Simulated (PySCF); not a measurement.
Cl: electron affinity

Cl⁻ [Ar] (1S) → Cl [Ne] 3s2 3p5 (2P), as a difference of total energies. Computed with PySCF 2.14 in aug-cc-pCVQZ-DK, with scalar relativity by spin-free X2C-1e. Correlated levels: valence: [Ne] frozen; valence and next inner shell: 1s2 frozen; nothing frozen. The calculations carry no spin-orbit coupling.

| method | electron affinity (eV) |
| --- | --- |
| UHF | 2.351 |
| LDA | 3.917 |
| PBE | 3.635 |
| PBE0 | 3.550 |
| r2SCAN | 3.592 |
| BP86 | 3.752 |
| CAM-B3LYP | 3.629 |
| M06-2X | 3.616 |
| MP2 (valence) | 3.708 |
| SCS-MP2 (valence) | 3.621 |
| MP2 (valence and next inner shell) | 3.717 |
| SCS-MP2 (valence and next inner shell) | 3.628 |
| MP2 (all electrons) | 3.718 |
| SCS-MP2 (all electrons) | 3.629 |

How much does correlation contribute at MP2 (all electrons)?

3.718 − (2.351) = 1.367 eV, measured against UHF.

A first-order spin-orbit estimate (lowest level to lowest level, LS coupling) adds -0.035 eV.

In the anion the highest occupied orbital energy is positive at LDA, PBE, r2SCAN, BP86, a self-interaction effect; the basis confines that electron, and the energy difference can still be sensible.

For comparison: 3.613 eV (measured; photodetachment measurements, as compiled on the Wikipedia data page of electron affinities).
